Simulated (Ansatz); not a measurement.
Input for Ansatz (development build ahead of 0.2.0):

```yaml
crystal:
  periodic: [false, false, false]
  atoms:
    - { symbol: "N", position_ang: [0.0, 0.0, 1.4247] }
    - { symbol: C, position_ang: [0.0, 0.0, -1.3862] }
    - { symbol: C, position_ang: [0.0, 1.1443, 0.7203] }
    - { symbol: C, position_ang: [0.0, -1.1443, 0.7203] }
    - { symbol: C, position_ang: [0.0, -1.1964, -0.6729] }
    - { symbol: C, position_ang: [0.0, 1.1964, -0.6729] }
    - { symbol: H, position_ang: [0.0, 2.0607, 1.3075] }
    - { symbol: H, position_ang: [0.0, -2.0607, 1.3075] }
    - { symbol: H, position_ang: [0.0, -2.1553, -1.1831] }
    - { symbol: H, position_ang: [0.0, 2.1553, -1.1831] }
basis:
  gaussian: { orbitals: def2-TZVP }
magnetization:
  spin_polarized: true
  initial_magnetization: 1
hamiltonian:
  xc: hf
```

The input is written out in the form of the current development build from the run's settings.

Results

```
Converged                       : yes
Total energy                    : -246.13914 hartree
Spin squared of the determinant : 1.413
Stability test                  : minimum
```

Caution: the unrestricted determinant is spin contaminated.
